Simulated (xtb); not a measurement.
C₂H₇N, charge -1, sextet, at the geometry of the source list (a state made from the parent by changing its charge; the spin is typed, not shown lowest); GFN0-xTB in xtb 6.7.1.

The xtb input:
```
$ xtb mol.xyz --gfn 0 --chrg -1 --uhf 5 --json

# file mol.xyz
10

C      1.04930000     0.47290000    -0.01710000
C     -0.08340000    -0.53590000    -0.15270000
N     -1.36590000     0.14560000    -0.05470000
H      2.01030000    -0.01720000    -0.14770000
H      0.93970000     1.24960000    -0.76830000
H      1.02580000     0.93820000     0.96610000
H      0.04450000    -1.33070000     0.60370000
H     -0.04180000    -1.00560000    -1.13970000
H     -2.12890000    -0.51750000    -0.13890000
H     -1.44980000     0.60060000     0.84920000
```

Question: Predict the main parts of the log of this xtb run.

Answer: 
```
   ID    Z sym.   atoms
    1    6 C      1, 2
    2    7 N      3
    3    1 H      4-10

           -------------------------------------------------
          |                Calculation Setup                |
           -------------------------------------------------

           -------------------------------------------------
          |                 G F N 0 - x T B                 |
           -------------------------------------------------

          ...................................................
          :                      SETUP                      :
          :.................................................:
          :  # basis functions                  26          :
          :  # atomic orbitals                  26          :
          :  # shells                           20          :
          :  # electrons                        21          :
          :  electronic temp.          300.0000000     K    :
          :  accuracy                    1.0000000          :
          :  -> integral cutoff          0.2500000E+02      :
          :  -> integral neglect         0.1000000E-07      :
          ...................................................

         :::::::::::::::::::::::::::::::::::::::::::::::::::::
         ::                     SUMMARY                     ::
         :::::::::::::::::::::::::::::::::::::::::::::::::::::
         :: total energy             -11.657800963125 Eh    ::
         :: gradient norm              0.120808148372 Eh/a0 ::
         :: HOMO-LUMO gap              0.259836346911 eV    ::
         ::.................................................::
         :: H0 energy                -10.629279925926 Eh    ::
         :: repulsion energy           0.157265160154 Eh    ::
         :: electrostat energy        -1.170743569990 Eh    ::
         :: -> Gsolv                   0.000000000000 Eh    ::
         ::    -> Gsasa                0.000000000000 Eh    ::
         ::    -> Gshift               0.000000000000 Eh    ::
         :: dispersion energy         -0.002225984445 Eh    ::
         :: short-range corr.         -0.012816642917 Eh    ::
         :: add. restraining           0.000000000000 Eh    ::
         :: total charge              -1.000000000000 e     ::
         :::::::::::::::::::::::::::::::::::::::::::::::::::::

           -------------------------------------------------
          |                Property Printout                |
           -------------------------------------------------

    * Orbital Energies and Occupations

         #    Occupation            Energy/Eh            Energy/eV
      -------------------------------------------------------------
         1        2.0000           -0.6888482             -18.7445
         2        2.0000           -0.6304596             -17.1557
         3        2.0000           -0.6064511             -16.5024
         4        2.0000           -0.5722206             -15.5709
         5        2.0000           -0.5639123             -15.3448
         6        2.0000           -0.5407234             -14.7138
         7        2.0000           -0.5134374             -13.9713
         8        1.9904           -0.5035038             -13.7010
         9        1.0096           -0.4946880             -13.4611
        10        1.0000           -0.4422739             -12.0349
        11        1.0000           -0.1768136              -4.8113
        12        1.0000           -0.1557557              -4.2383
        13        0.9935           -0.1206052              -3.2818 (HOMO)
        14        0.0065           -0.1110564              -3.0220 (LUMO)
        15                         -0.0891803              -2.4267
        16                         -0.0738580              -2.0098
        17                         -0.0682661              -1.8576
        18                          0.0051666               0.1406
        19                          0.0551610               1.5010
        20                          0.1641142               4.4658
        21                          0.1930227               5.2524
        22                          0.2410888               6.5604
        23                          0.2817320               7.6663
        24                          0.3195741               8.6961
       ...                                ...                  ...
        26                          0.3788590              10.3093
      -------------------------------------------------------------
                  HL-Gap            0.0095488 Eh            0.2598 eV
             Fermi-level            0.0000000 Eh            0.0000 eV

     #   Z          covCN         q      C6AA      α(0)
     1   6 C        3.753    -0.362    31.627     8.116
     2   6 C        3.729     0.350    17.426     6.030
     3   7 N        2.630    -1.279    67.426    12.293
     4   1 H        0.925    -0.051     4.112     3.171
     5   1 H        0.925     0.024     2.680     2.560
     6   1 H        0.925    -0.005     3.138     2.770
     7   1 H        0.923    -0.127     6.598     4.017
     8   1 H        0.924    -0.088     5.159     3.552
     9   1 H        0.860     0.256     0.859     1.452
    10   1 H        0.860     0.281     0.772     1.377

 Mol. C6AA /au·bohr⁶  :        903.290841
 Mol. C8AA /au·bohr⁸  :      17721.196516
 Mol. α(0) /au        :         45.338043

Wiberg/Mayer (AO) data.
largest (>0.10) Wiberg bond orders for each atom

 ---------------------------------------------------------------------------
     #   Z sym  total        # sym  WBO       # sym  WBO       # sym  WBO
 ---------------------------------------------------------------------------
     1   6 C    3.773 --     4 H    0.985     5 H    0.959     6 H    0.875
                             2 C    0.766
     2   6 C    3.741 --     3 N    1.133     7 H    0.852     8 H    0.800
                             1 C    0.766
     3   7 N    3.138 --     2 C    1.133    10 H    0.892     9 H    0.870
                             7 H    0.102
     4   1 H    1.389 --     1 C    0.985     5 H    0.163     6 H    0.151
     5   1 H    1.330 --     1 C    0.959     4 H    0.163     6 H    0.155
     6   1 H    1.341 --     1 C    0.875     5 H    0.155     4 H    0.151
     7   1 H    1.363 --     2 C    0.852     8 H    0.303     3 N    0.102
     8   1 H    1.375 --     2 C    0.800     7 H    0.303
     9   1 H    1.350 --     3 N    0.870    10 H    0.321
    10   1 H    1.365 --     3 N    0.892     9 H    0.321
 ---------------------------------------------------------------------------

Topologies differ in total number of bonds
Writing topology from bond orders to xtbtopo.mol

 dipole moment from electron density (au)
     X       Y       Z
  -0.9405  -0.0126  -0.0332  total (Debye):    2.392

           -------------------------------------------------
          | TOTAL ENERGY              -11.657800963125 Eh   |
          | GRADIENT NORM               0.120808148372 Eh/α |
          | HOMO-LUMO GAP               0.259836346911 eV   |
           -------------------------------------------------

normal termination of xtb
```
